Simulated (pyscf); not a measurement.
Optimised with ωB97X-D3(BJ)/def2-SVP in PySCF. Correlated levels are frozen-core, on RHF or UHF. ΔMP2 is the change of the MP2 total energy from the triple- to the quadruple-zeta basis.

**Question.** H₃Si–SiH₂–Cl (SMILES [SiH3][SiH2]Cl) → SiH₄ (SMILES [SiH4]) + :HSi–Cl (SMILES [SiH]Cl) [singlet]
Surface: singlet. Broken: Si–Si, H–Si. Formed: H–Si. Give ΔE‡ and ΔE from CCSD(T)/def2-TZVPP, relative to the reactant's lowest minimum found.

**Answer.** ΔE‡ = 47.2 kcal/mol, ΔE = +44.4 kcal/mol. CCSD(T)/def2-TZVPP + ΔMP2(QZVPP) gives 47.1 kcal/mol and +45.5 kcal/mol. Zero-point energy shifts the barrier by -1.4 kcal/mol. It is a 1,1-elimination, with an imaginary mode of 468i cm⁻¹. On the product side the descent ends in a complex, 7.4 kcal/mol under the separated species and 4.2 kcal/mol under the saddle at ωB97X-D3(BJ)/def2-TZVP. At ωB97X-D3(BJ) the barrier from the zero used here is 49.2 kcal/mol. One saddle was located; it need not be the lowest between these sides. The CCSD(T) − MP2 part came from Ansatz, without density fitting, on the same reference.
